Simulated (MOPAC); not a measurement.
MOPAC input (PM6):

```
PM6 FORCE THERMO(298,298) PRECISE LET CHARGE=-1 GEO-OK AUX(PRECISION=9) THREADS=1
C2H3O

C     0.07968955 1    0.81260215 1   -0.40834732 1
O    -0.00272044 1    0.03432480 1    0.84909982 1
C     0.03109281 1   -0.67668777 1   -0.43077183 1
H    -0.82250765 1    1.36209909 1   -0.61596183 1
H    -0.86954280 1   -1.25389686 1   -0.59974952 1
H     0.94018083 1   -1.23965818 1   -0.59181728 1
```

Output:

```
 *******************************************************************************
 **                                                                           **
 **                              MOPAC v23.2.5                                **
 **                                                                           **
 *******************************************************************************
 ** MOPAC's Digital Object Identifier: https://doi.org/10.5281/zenodo.6511958 **
 **                                                                           **
 ** Please cite the open-source release paper for use of this MOPAC version:  **
 ** J. E. Moussa and J. J. P. Stewart (2026)                                  **
 ** MOPAC: An open-source semiempirical molecular orbital program             **
 ** J. Open Source Softw., 11(119), 8025, https://doi.org/10.21105/joss.08025 **
 *******************************************************************************

                              PM6 CALCULATION RESULTS

 *******************************************************************************
 *  PM6        - The PM6 Hamiltonian to be used
 *  GEO-OK     - OVERRIDE INTERATOMIC DISTANCE AND OTHER SAFETY CHECKS
 *
 *
 *
 *                 CHARGE ON SYSTEM = -1
 *
 *
 *
 *  LET        - OVERRIDE SOME SAFETY CHECKS
 *  PRECISE    - TIGHTER CRITERIA TO BE USED
 *  FORCE      - FORCE CALCULATION SPECIFIED
 *  AUX        - OUTPUT AUXILIARY INFORMATION
 *  THERMO     - THERMODYNAMIC QUANTITIES TO BE CALCULATED
 *******************************************************************************
PM6 FORCE THERMO(298,298) PRECISE LET CHARGE=-1 GEO-OK AUX(PRECISION=9) THREADS=1
 C2H3O

   ATOM   CHEMICAL          X               Y               Z
  NUMBER   SYMBOL      (ANGSTROMS)     (ANGSTROMS)     (ANGSTROMS)

     1       C          0.07968955  *   0.81260215  *  -0.40834732  *
     2       O         -0.00272044  *   0.03432480  *   0.84909982  *
     3       C          0.03109281  *  -0.67668777  *  -0.43077183  *
     4       H         -0.82250765  *   1.36209909  *  -0.61596183  *
     5       H         -0.86954280  *  -1.25389686  *  -0.59974952  *
     6       H          0.94018083  *  -1.23965818  *  -0.59181728  *

          CARTESIAN COORDINATES

    NO.       ATOM           X           Y           Z

     1         C          0.0797      0.8126     -0.4083
     2         O         -0.0027      0.0343      0.8491
     3         C          0.0311     -0.6767     -0.4308
     4         H         -0.8225      1.3621     -0.6160
     5         H         -0.8695     -1.2539     -0.5997
     6         H          0.9402     -1.2397     -0.5918

 General Reference for PM6:
 "Optimization of Parameters for Semiempirical Methods V: Modification of NDDO Approximations
 and Application to 70 Elements", J. J. P. Stewart, J. Mol. Mod., 13, 1173-1213 (2007)
 URL: https://link.springer.com/article/10.1007/s00894-007-0233-4

[...]
 TRAVEL (Ang.)       0.3582         C 3 -- H 5         +17.0% ( 43.2%)      3.1%
 REDUCED MASS        0.4738         O 2 -- C 3          +6.7% ( 27.2%)      0.2%
 EFFECTIVE MASS      2.6741
 FORCE CONSTANT      0.3434

 VIBRATION          8    8A          ATOM PAIR     ENERGY CONTRIBUTION    RADIAL
 FREQUENCY          1328.28         C 3 -- H 6         +34.6% ( 54.7%)      0.8%
 TRANSITION DIPOLE   0.2025         C 3 -- H 5         +34.2% ( 54.3%)      0.4%
 TRAVEL (Ang.)       0.3236         C 1 -- O 2         +11.0% ( 30.8%)     98.6%
 REDUCED MASS        0.4849         C 1 -- C 3          +9.2% ( 28.2%)     95.7%
 EFFECTIVE MASS      2.7695
 FORCE CONSTANT      0.5041

 VIBRATION          9    9A          ATOM PAIR     ENERGY CONTRIBUTION    RADIAL
 FREQUENCY          1404.92         C 1 -- C 3         +28.2% ( 76.4%)     98.3%
 TRANSITION DIPOLE   1.0238         O 2 -- C 3         +22.1% ( 67.6%)     95.6%
 TRAVEL (Ang.)       0.1212         C 3 -- H 5         +16.2% ( 58.0%)      8.9%
 REDUCED MASS        3.2687         C 3 -- H 6         +14.6% ( 54.9%)     13.4%
 EFFECTIVE MASS     10.7473         C 1 -- O 2         +12.5% ( 50.7%)     98.1%
 FORCE CONSTANT      3.8013

 VIBRATION         10   10A          ATOM PAIR     ENERGY CONTRIBUTION    RADIAL
 FREQUENCY          2650.86         C 1 -- H 4         +93.2% ( 97.6%)     98.4%
 TRANSITION DIPOLE   0.4122         C 3 -- H 5          +3.2% ( 18.1%)     99.0%
 TRAVEL (Ang.)       0.1736         C 3 -- H 6          +1.9% ( 13.8%)     99.3%
 REDUCED MASS        0.8443         C 1 -- C 3          +0.9% (  9.6%)     31.0%
 EFFECTIVE MASS      1.3881
 FORCE CONSTANT      3.4955

 VIBRATION         11   11A          ATOM PAIR     ENERGY CONTRIBUTION    RADIAL
 FREQUENCY          2696.27         C 3 -- H 5         +70.2% ( 86.0%)     99.5%
 TRANSITION DIPOLE   0.1664         C 3 -- H 6         +23.7% ( 50.0%)     95.7%
 TRAVEL (Ang.)       0.2096         C 1 -- H 4          +4.3% ( 21.4%)     99.4%
 REDUCED MASS        0.5695         C 1 -- C 3          +0.9% (  9.9%)     13.0%
 EFFECTIVE MASS      1.4722
 FORCE CONSTANT      2.4392

 VIBRATION         12   12A          ATOM PAIR     ENERGY CONTRIBUTION    RADIAL
 FREQUENCY          2754.82         C 3 -- H 6         +75.3% ( 85.7%)     99.0%
 TRANSITION DIPOLE   0.1589         C 3 -- H 5         +23.5% ( 47.9%)     91.1%
 TRAVEL (Ang.)       0.2024         O 2 -- C 3          +0.6% (  7.3%)     42.1%
 REDUCED MASS        0.5977         C 1 -- C 3          +0.5% (  7.1%)     71.8%
 EFFECTIVE MASS      1.2166
 FORCE CONSTANT      2.6723

      SYMMETRY NUMBER FOR POINT-GROUP C1  =  1

          SYSTEM IS A GROUND STATE

 C2H3O

          MOLECULE IS NOT LINEAR

          THERE ARE 12 GENUINE VIBRATIONS IN THIS SYSTEM
          THIS THERMODYNAMICS CALCULATION IS LIMITED TO
          MOLECULES WHICH HAVE NO INTERNAL ROTATIONS

                    CALCULATED THERMODYNAMIC PROPERTIES
                                          *
   TEMP. (K)   PARTITION FUNCTION   H.O.F.    ENTHALPY  HEAT CAPACITY ENTROPY
                                   KCAL/MOL   CAL/MOLE    CAL/K/MOL  CAL/K/MOL

 298.00  VIB.     0.1102D+01                   241.6533     3.5422     1.0036
         ROT.     0.9060D+04                   888.2803     2.9808    21.0874
         INT.     0.9982D+04                  1129.9336     6.5230    22.0910
         TRA.     0.2730D+27                  1480.4672     4.9680    37.2032
         TOT.                       19.995    2610.4008    11.4910    59.2942

   *: NOTE: HEATS OF FORMATION ARE RELATIVE TO THE
            ELEMENTS IN THEIR STANDARD STATE AT 298K
              (=  Standard Enthalpy of Formation).

            Hvib:  Zero-point energy is not included.
                   frequencies of less than zero cm-1 are not included.
            Hrot = (3/2)RT
            Htra = (3/2)RT + pV = (5/2)RT

            Heat capacity is Cp, not Cv

          For more information, see: HTTP://OpenMOPAC.net/Manual/thermochemistry.html

           FORCE CONSTANT IN CARTESIAN COORDINATES (Millidynes/A)

    ATOM   CHEMICAL       X               Y               Z
   NUMBER   SYMBOL  FORCE CONSTANT  FORCE CONSTANT  FORCE CONSTANT

      1       C        5.408965        4.189679        3.296953
      2       O        4.961755        4.049383        0.830603
      3       C        3.405813        8.674409        6.115088
      4       H        1.313639        1.011639        2.638138
      5       H        0.591783        1.841381        2.908848
      6       H        0.528173        1.786288        3.127861

 **********************
 *                    *
 * JOB ENDED NORMALLY *
 *                    *
 **********************

 == MOPAC DONE ==
```

The dipole moment of an ion depends on the origin.
